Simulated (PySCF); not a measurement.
Species: C₅H₉Cl (triplet state).
Geometry (GFN2-xTB, Å), atoms numbered from 1 in this order:
```
atom  x, y, z in Å
C1     1.1447   -0.4377    0.7694
C2     0.0605    0.0175   -0.2299
C3    -0.8004    1.1229    0.4159
C4    -0.8309   -1.1759   -0.5942
C5     0.6928    0.5308   -1.4564
Cl6    1.6894    1.8343   -1.6379
H7     0.6745   -0.8294    1.6688
H8     1.7616   -1.2159    0.3281
H9     1.7835    0.3982    1.0433
H10   -1.5674    1.4576   -0.2778
H11   -0.1821    1.9750    0.6877
H12   -1.2821    0.7373    1.3118
H13   -1.2919   -1.5843    0.3016
H14   -1.6141   -0.8676   -1.2813
H15   -0.2425   -1.9548   -1.0711
```

The hyperfine couplings belong to this conformer and change with its torsions.

As a line formula: `CC(C)(C)[C]Cl` [triplet].

Theory: UKS B3LYP, pcH-1 on C Cl H, non-relativistic, mean-field spin-orbit, GIAO (PySCF 2.14.0). Geometry: GFN2-xTB; no solvent, vibrations or thermal averaging. This triplet need not be the ground state; the singlet was not compared here. A GFN2-xTB geometry isn't a minimum of the functional, and hyperfine couplings can be far from their values at a DFT geometry. No stability test was run, so a lower SCF solution isn't excluded.

Q: Give the principal g shifts and their parts.

A: 
```json
{"Δg (ppm)": "relativistic mass correction", "1": "-184", "2": "-184", "3": "-184"}
{"Δg (ppm)": "gauge correction", "1": "31", "2": "19", "3": "-18"}
{"Δg (ppm)": "orbital Zeeman/spin–orbit", "1": "286", "2": "2301", "3": "2763"}
{"Δg (ppm)": "total", "1": "134", "2": "2136", "3": "2562"}
```

So g = 2.00245, 2.00446, 2.00488 and g_iso = 2.00393; the tensor is rhombic: the two nearest values differ by 18 % of g3 − g1. Axes: g1 points within 13° of the C5–Cl6 bond.

Q: What are the electron Larmor frequencies g μB B/h along the three axes at 330 mT?

A: 9.2489, 9.2581, 9.2601 GHz for g1, g2 and g3, a range of 11.2 MHz.

Q: Average each term over the three axes. Which is largest in size?

A: The orbital-Zeeman/spin–orbit term 1784, the mass correction -184 and the gauge correction 11 ppm, for a total of 1610 ppm. The orbital-Zeeman/spin–orbit term is the largest in size. The mass correction is the same along every axis, so the anisotropy comes from the other two: their spans along these axes are 49 (gauge) and 2477 ppm (orbital Zeeman/spin–orbit).

Q: What effective moment and Curie constant follow for a powder at temperatures where kT is far above the zero-field splitting?

A: With the mean of g² = 4.0157 and S(S+1) = 2.00: μ_eff = √(⟨g²⟩S(S+1)) = 2.834 μB and χT = 0.12505·⟨g²⟩·S(S+1) = 1.004 cm³ K/mol (cgs; spin-Hamiltonian part alone).

The Mulliken spin populations are largest on C5 (+1.72) and Cl6 (+0.20).

The HOMO–LUMO gaps are 6.41 eV among the α and 6.75 eV among the β orbitals.
